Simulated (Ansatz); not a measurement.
in.yaml

```yaml
crystal:
  periodic: [false, false, false]
  atoms:
    - {symbol: Ta, position_ang: [0.000000, 0.000000, 0.000000]}
    - {symbol: C, position_ang: [0.000000, 0.000000, 1.764200]}
basis:
  gaussian: {orbitals: def2-TZVPP}
magnetization: {spin_polarized: false, initial_magnetization: 5}
correlation: {method: sc_nevpt2, electrons: outside_noble_gas, active_space: {window: {electrons: 9, orbitals: 10}, shells: [{species: C, l: s, shell: 2}, {species: C, l: p, shell: 2}, {species: Ta, l: s, shell: 6}, {species: Ta, l: d, shell: 5}]}}
```

```sh
$ ansatz run in.yaml --threads 1 --pin off --events-out ev --progress --plain --max-ram 4096MiB --backend cpu
```

Question: Roughly how long does this take on 1 thread of AMD EPYC 7R13, shared host, and how much host memory?

Answer: 15 s wall and 0.2 GiB.

```
1070 factors; integrals over basis functions are off by at most 8.8e-7 eV
mean field evaluation 1: about -2557.0035 eV, gradient 2.0e1 eV
mean field evaluation 2: about -2557.0039 eV, gradient 2.0e1 eV
mean field evaluation 4: about -2558.3562 eV, gradient 4.0e0 eV
mean field evaluation 8: about -2558.4414 eV, gradient 9.9e-2 eV
mean field evaluation 16: about -2557.9560 eV, gradient 6.6e-4 eV
mean field evaluation 32: about -2557.9775 eV, gradient 1.3e-2 eV
mean field evaluation 64: about -2558.4345 eV, gradient 2.1e-1 eV
mean field evaluation 96: about -2558.4361 eV, gradient 2.4e-1 eV
mean field evaluation 128: about -2557.9775 eV, gradient 1.8e-1 eV
mean field evaluation 160: about -2557.6094 eV, gradient 1.9e0 eV
mean field -2558.44169064 eV, -94.0209979570 hartree, gradient 2.1e-6 eV, S^2 8.750000; 19 other end points of the search recorded, 0 dependent functions left out
reference -2558.44169064 eV, -94.0209979570 hartree; 12, 7 occupied and 75, 80 virtual orbitals, 1070 factors
state -2560.51966106 eV, -94.0973619612 hartree
state -2560.51966106 eV, -94.0973619612 hartree; corrected -2563.96586317 eV, -94.2240075532 hartree
Total energy: -2563.96586317 eV, -94.2240075532 hartree
Checks for a lower state left out: starts, orbital_swaps
```
